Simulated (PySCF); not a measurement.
## How methods differ on the electron affinity of Si

Si⁻ [Ne] 3s2 3p3 (4S) → Si [Ne] 3s2 3p2 (3P), as a difference of total energies. Calculation: PySCF 2.14, in aug-cc-pCVTZ-DK (8s7p5d3f, 75 functions); scalar relativity by spin-free X2C-1e. Correlated levels: valence: [Ne] frozen; valence and next inner shell: 1s2 frozen; nothing frozen. The calculations carry no spin-orbit coupling.

| method | electron affinity (eV) | plus first-order spin-orbit estimate | error of that sum (eV) |
| --- | --- | --- | --- |
| UHF | 0.845 | 0.829 | -0.561 |
| LDA | 1.586 | 1.570 | +0.180 |
| PBE | 1.483 | 1.467 | +0.077 |
| PBE0 | 1.449 | 1.433 | +0.043 |
| r2SCAN | 1.521 | 1.505 | +0.115 |
| B97-3 | 1.284 | 1.268 | -0.122 |
| CAM-B3LYP | 1.268 | 1.252 | -0.138 |
| M06 | 1.283 | 1.267 | -0.123 |
| wB97X-V | 1.203 | 1.187 | -0.203 |
| MP2 (valence) | 1.380 | 1.364 | -0.026 |
| SCS-MP2 (valence) | 1.199 | 1.183 | -0.207 |
| MP2 (valence and next inner shell) | 1.374 | 1.358 | -0.032 |
| SCS-MP2 (valence and next inner shell) | 1.195 | 1.179 | -0.211 |
| MP2 (all electrons) | 1.375 | 1.359 | -0.031 |
| SCS-MP2 (all electrons) | 1.196 | 1.180 | -0.210 |

Reference: 1.390 eV (measured; photodetachment measurements, as compiled on the Wikipedia data page of electron affinities).

A first-order spin-orbit estimate (lowest level to lowest level, LS coupling) adds -0.016 eV.

Errors of the correlated levels include the incompleteness of this basis and the frozen core.

In the anion the highest occupied orbital energy is positive at LDA, PBE, PBE0, r2SCAN, B97-3, M06, a self-interaction effect; the basis confines that electron, and the energy difference can still be sensible.
